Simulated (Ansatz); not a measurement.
The input, for Ansatz 0.2.0:

```yaml
crystal:
  periodic: [false, false, false]
  atoms:
    - {symbol: C, position_ang: [-0.074870, 0.000000, 0.000000]}
    - {symbol: H, position_ang: [0.446081, 0.000000, -0.961474]}
    - {symbol: H, position_ang: [0.446081, 0.000000, 0.961474]}
basis:
  gaussian: {orbitals: "6-31G*"}
total_charge: 1
magnetization: {spin_polarized: false, initial_magnetization: 1}
correlation: {active_space: {window: {electrons: 3, orbitals: 5}, fixed_orbitals: true}}
scf: {lower_state_search: off}
```

```sh
$ ansatz run in.yaml --threads 1 --pin off --events-out ev --progress --plain --max-ram 2393MiB
```

Log:

```
these checks for a lower state are left out or cut short: stability, starts, cluster_reference, orbital_swaps, neighbouring_geometries, increment
206 factors; integrals over basis functions are off by at most 7.6e-4 eV
mean field evaluation 1: about -1048.8963 eV, gradient 8.7e0 eV
mean field evaluation 2: about -1048.8969 eV, gradient 8.7e0 eV
mean field evaluation 4: about -1049.2898 eV, gradient 3.3e-1 eV
mean field evaluation 8: about -1049.2909 eV, gradient 1.6e-4 eV
mean field -1049.29086073 eV, -38.5607278971 hartree, gradient 7.5e-7 eV, S^2 0.750000; 0 other end points of the search recorded, 0 dependent functions left out
reference -1049.29086073 eV, -38.5607278971 hartree; 4, 3 occupied and 15, 16 virtual orbitals, 206 factors
state -1049.40788506 eV, -38.5650284619 hartree
Total energy: -1049.40788506 eV, -38.5650284619 hartree
Checks for a lower state left out: stability, starts, cluster_reference, orbital_swaps, neighbouring_geometries, increment
```

Natural occupations: 1.9934 0.9998 0.0034 0.0020 0.0013.

Ran on 1 thread of Arm Neoverse V2, shared host: 0.06 s wall, 0.06 GiB peak host memory.
